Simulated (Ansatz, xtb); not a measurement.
## C5H5N: which of two isomers lies lower

Structure X is `CC#CCC#N`, a singlet and structure Y is `CCC#CC#N`, a singlet. Both are isolated molecules in the gas phase, relaxed with r2SCAN-D4/def2-SVP.

Quicker runs give these differences E(Y) − E(X): GFN2-xTB −0.13 kcal/mol; HF/STO-3G −3.59 kcal/mol (at GFN2-xTB geometries); r2SCAN-D4/def2-SVP//GFN2-xTB −6.02 kcal/mol.

Q: Estimate E(Y) − E(X) at the level CCSD(T)/def2-SVP + ΔMP2/def2-TZVPP.

A: Calculated at CCSD(T)/def2-SVP + ΔMP2/def2-TZVPP: E(Y) − E(X) = −1.54 kcal/mol, so structure Y lies lower.

Level by level:

| level | geometry | E(Y) − E(X) (kcal/mol) | departure from the last row (kcal/mol) | job, with rough time for the two |
| --- | --- | --- | --- | --- |
| GFN2-xTB | GFN2-xTB | −0.13 | +1.41 | optimisation, 0.32 s |
| HF/STO-3G | GFN2-xTB | −3.59 | −2.06 | single point, 0.8 s |
| r2SCAN-D4/def2-SVP//GFN2-xTB | GFN2-xTB | −6.02 | −4.48 | single point, 5.5 s |
| r2SCAN-D4/def2-SVP | r2SCAN-D4/def2-SVP | −5.46 | −3.93 | optimisation, 2.3 min |
| HF/def2-SVP | r2SCAN-D4/def2-SVP | +2.18 | +3.71 | part of the CCSD(T) run |
| MP2/def2-SVP | r2SCAN-D4/def2-SVP | −3.74 | −2.20 | part of the CCSD(T) run |
| CCSD(T)/def2-SVP | r2SCAN-D4/def2-SVP | −2.14 | −0.60 | single point |
| CCSD(T)/def2-SVP + ΔMP2/def2-TZVPP | r2SCAN-D4/def2-SVP | −1.54 |  | single point, 75 s |

As drawn, both hold the same kinds of bond in the same numbers.

HF/def2-SVP puts the two in the other order. GFN2-xTB finds them nearly level. The largest departure from CCSD(T)/def2-SVP + ΔMP2/def2-TZVPP is that of r2SCAN-D4/def2-SVP//GFN2-xTB, 4.48 kcal/mol. The last row adds to CCSD(T) the change of the MP2 difference between the two basis sets, here +0.60 kcal/mol.

With harmonic frequencies from r2SCAN-D4/def2-SVP (ideal gas, rigid rotor, one conformer each, 298.15 K, 1 atm): on the last row, ΔE + ΔZPE = −0.79 kcal/mol. A mode under 50 cm⁻¹ makes harmonic enthalpies and free energies unreliable, so none is given.

The correlated steps freeze 6 core orbitals. Codes used: Ansatz 0.2.0, xtb 6.7.1; the last row on 2 threads of Intel(R) Xeon(R) Processor @ 2.50GHz (Skylake/Cascade Lake) on a shared host.
